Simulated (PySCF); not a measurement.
# How the numerical set-up moves the result for LiSi⁻

Aim: see how much the energy and properties of LiSi⁻ depend on the numerical set-up.

Computed with PySCF 2.14.0. Level: each script names its method and basis.

2 further runs of the same task are left out: 2 that didn't finish.

### 1 The starting structure

LiSi⁻: 2 atoms, charge -1, spin multiplicity 1.

Bond lengths: Li1–Si2 2.375 Å.

### 2 Base script

Contents of input.py:

```python
from pyscf import gto, dft
from pyscf.geomopt.geometric_solver import optimize

mol = gto.M(
    atom='Li 0 0 0; Si 0 0 2.375',
    basis='jorge-dzp',
    charge=-1,
    spin=0,
    verbose=4,
)
mf = dft.RKS(mol, xc='b3pw91')
mf = mf.density_fit(auxbasis='def2-universal-jkfit')
mf.kernel()
mol_eq = optimize(mf, maxsteps=30)
print('optimised geometry (angstrom)')
print(mol_eq.tostring('raw'))
print('orbital energies (hartree):', mf.mo_energy[..., max(0, mol.nelec[1]-3):mol.nelec[0]+3].round(4))
```

Run with:

```bash
> python input.py
```

The log of this run is left out.

It gives: at the starting geometry E(SCF) = -296.874735 Eh, 12 cycles, optimised bond 2.497 Å in 5 steps; the optimisation lowers the energy by 0.029 eV.

### 3 6-31g

Run 1 changes basis set: jorge-dzp → 6-31g.

Contents of input.py:

```python
from pyscf import gto, dft
from pyscf.geomopt.geometric_solver import optimize

mol = gto.M(
    atom='Li 0 0 0; Si 0 0 2.375',
    basis='6-31g',
    charge=-1,
    spin=0,
    verbose=4,
)
mf = dft.RKS(mol, xc='b3pw91')
mf = mf.density_fit(auxbasis='def2-universal-jkfit')
mf.kernel()
mol_eq = optimize(mf, maxsteps=30)
print('optimised geometry (angstrom)')
print(mol_eq.tostring('raw'))
print('orbital energies (hartree):', mf.mo_energy[..., max(0, mol.nelec[1]-3):mol.nelec[0]+3].round(4))
```

Run with:

```bash
> python input.py
```

### 4 Sto-3g

Run 2 changes basis set: jorge-dzp → sto-3g.

Edit input.py of step 2 so:

```diff
@@ -5,3 +5,3 @@
     atom='Li 0 0 0; Si 0 0 2.375',
-    basis='jorge-dzp',
+    basis='sto-3g',
     charge=-1,
```

### 5 Integration grid 4

Run 3 changes integration grid: default → 4.

Edit input.py of step 2 so:

```diff
@@ -12,2 +12,3 @@
 mf = mf.density_fit(auxbasis='def2-universal-jkfit')
+mf.grids.level = 4
 mf.kernel()
```

### 6 Cc-pvdz

Run 4 changes basis set: jorge-dzp → cc-pvdz.

Edit input.py of step 2 so:

```diff
@@ -5,3 +5,3 @@
     atom='Li 0 0 0; Si 0 0 2.375',
-    basis='jorge-dzp',
+    basis='cc-pvdz',
     charge=-1,
```

**Question.** What will these runs give? Wanted: for each run, E(SCF); from base; gap; after the SCF.

The runs gave:

```csv
run,E(SCF) (hartree),from base (eV),cycles,gap (eV),functions,after the SCF
base,-296.874735,0,12,0.79,39,"bond 2.497 Å, -0.029 eV"
6-31g,-296.846171,+0.7773,10,0.76,22,"bond 2.532 Å, -0.047 eV"
sto-3g,-293.262669,+98.2893,8,1.01,14,"bond 2.195 Å, -0.121 eV"
integration grid 4,-296.874734,0.0000,12,0.79,39,"bond 2.496 Å, -0.029 eV"
cc-pvdz,-296.872708,+0.0551,11,0.79,32,"bond 2.496 Å, -0.028 eV"
```

SCF columns refer to the geometry typed in the script.

What this shows: The highest filled level of this anion is positive: the basis lacks diffuse functions or the electron is not bound, so these numbers hang on the basis. With integration grid 4 the SCF ends at the base energy. The largest comparable shift of the SCF energy, +98.289 eV, comes with the run “sto-3g”. 6-31g (22 functions) gives an energy 0.78 eV higher than jorge-dzp (39). sto-3g (14 functions) gives an energy 98.29 eV higher than jorge-dzp (39). cc-pvdz (32 functions) gives an energy 0.06 eV higher than jorge-dzp (39).
